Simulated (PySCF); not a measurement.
# A gas-phase reaction: H4Si + C2H2 → C2H6Si

Aim: the reaction energy of `[SiH4]` + `C#C` → `C=C[SiH3]`.

Computed with PySCF 2.14.0; each step states its level. No surroundings beyond the atoms listed, unless a continuum is named. Atoms count from 0, parts from 1.

### Step 1. Starting point

Each species was relaxed by itself at PBE0-D3(BJ)/def2-SVPD.

### Step 2. Reaction energy: wB97M-D3(BJ)/def2-TZVPD

The job: settings as JSON, then the geometry in Å.

```
{"job": {"kind": "react", "xc": "wB97M-D3(BJ)", "basis": "def2-TZVPD"}, "charge": 0, "multiplicity": 1}
-1 H4Si charge 0 multiplicity 1
Si    -0.003850     0.002510    -0.002640
H     -0.121200     1.044950    -1.063020
H      1.225630    -0.808870    -0.236960
H     -1.201260    -0.885940    -0.044180
H      0.081420     0.659870     1.333570

-1 C2H2 charge 0 multiplicity 1
C      0.566930    -0.206460    -0.029950
C     -0.566850     0.206480     0.030200
H      1.574450    -0.573410    -0.083290
H     -1.574370     0.573480     0.083650

+1 C2H6Si charge 0 multiplicity 1
C      0.539740     0.212430    -1.442910
C     -0.351900    -0.297620    -0.585450
Si    -0.265690    -0.040170     1.265010
H      1.383950     0.819840    -1.103310
H      0.467310     0.046920    -2.521740
H     -1.173990    -0.897530    -0.995230
H      0.922990     0.805160     1.586590
H     -1.502800     0.635340     1.763810
H     -0.148390    -1.349760     1.976940
```

Level: wB97M-D3(BJ)/def2-TZVPD reaction energy of separated species, gas phase.

Run with:

```bash
$ OMP_NUM_THREADS=1 python cluster_run.py task.json out
```

This one command runs all jobs of the session in turn.

**Question.** The jobs that follow are: PBE0-D3(BJ)/def2-TZVPD reaction energy of separated species, gas phase; MP2/def2-TZVPD reaction energy of separated species, gas phase. Predict: reaction energy (wB97M-D3(BJ)/def2-TZVPD); ΔH, ΔG at 298 K (xTB thermal terms). Thermal terms come from harmonic xTB runs on each species.

The runs gave:

| quantity | value |
| --- | --- |
| reaction energy (wB97M-D3(BJ)/def2-TZVPD) | -45.49 kcal/mol |
| ΔH, ΔG at 298 K (xTB thermal terms) | -41.7, -33.4 kcal/mol |
| range of the reaction energy over the runs of this table | -50.60 to -42.83 kcal/mol |

In words: The reaction is exothermic by 41.7 kcal/mol in the gas phase; dispersion gives -2.14, and xTB itself gave -31.21 for the electronic energy (xTB energies and thermal terms come from the earlier relaxation of each species, not shown). No barrier was sought. xTB and this level differ widely in the electronic energy, so what comes from xTB (the thermal terms above all) is less safe here. The reaction energy runs from -50.60 (PBE0-D3(BJ)/def2-TZVPD) to -42.83 kcal/mol (MP2/def2-TZVPD).
